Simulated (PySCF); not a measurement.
**Solvent effects on NMR parameters**

Geometry (Å), atoms numbered from 1 in this order:
```xyz
13

C     1.979    0.243    0.495
C     0.988   -0.642    0.330
C    -0.432   -0.326    0.159
C    -1.341   -1.308    0.027
C    -0.865    1.106    0.095
Cl   -0.729    1.940    1.683
H     1.794    1.319    0.556
H     3.014   -0.089    0.605
H     1.230   -1.710    0.314
H    -2.404   -1.091   -0.104
H    -1.043   -2.359    0.048
H    -1.915    1.185   -0.212
H    -0.246    1.679   -0.609
```

GIAO PBE0/pcSseg-1 in PySCF on one PBE0-D3(BJ)/def2-SVP conformer, non-relativistic, equivalent nuclei averaged. Solvents enter as an IEF-PCM continuum (benzene with ε = 2.3, water with ε = 78.4) around the gas-phase geometry. Shifts are referred to TMS computed in the same medium.

Gas phase, δ in ppm: C3 151.1, C2 143.3, C4 129.4, C1 126.3, C5 49.1, H9 6.39, H7 5.87, H8 5.66, H10 5.57, H11 5.39, H12/H13 4.00. Dipole moment 2.00 D.

Question: How does each δ change in the continuum?

Answer: 
| atoms | environment | Δδ, benzene | Δδ, water |
| --- | --- | --- | --- |
| C3 | fully substituted alkene carbon | +0.2 | +0.3 |
| C2 | alkene CH | +0.9 | +2.0 |
| C4 | terminal =CH2 carbon | +2.1 | +5.0 |
| C1 | terminal =CH2 carbon | +0.2 | +0.5 |
| C5 | allylic sp3 CH2 bonded to Cl | +0.6 | +1.5 |
| H9 | hydrogen on an alkene CH | +0.10 | +0.24 |
| H7 | hydrogen on a terminal =CH2 carbon | 0.00 | +0.01 |
| H8 | hydrogen on a terminal =CH2 carbon | +0.06 | +0.13 |
| H10 | hydrogen on a terminal =CH2 carbon | +0.15 | +0.37 |
| H11 | hydrogen on a terminal =CH2 carbon | +0.15 | +0.36 |
| H12/H13 | hydrogen on an allylic sp3 CH2 bonded to Cl | +0.12 | +0.29 |

Changes are relative to the gas phase. The dipole moment becomes 2.29 D in benzene, 2.69 D in water.

Question: Which nuclei move most (in ppm), and what does the model miss?

Answer: C4 (terminal =CH2 carbon, +5.0 ppm) in water. A continuum only polarises the solute; specific hydrogen bonds, the anisotropy of aromatic solvents and changes of geometry or conformer are outside it.
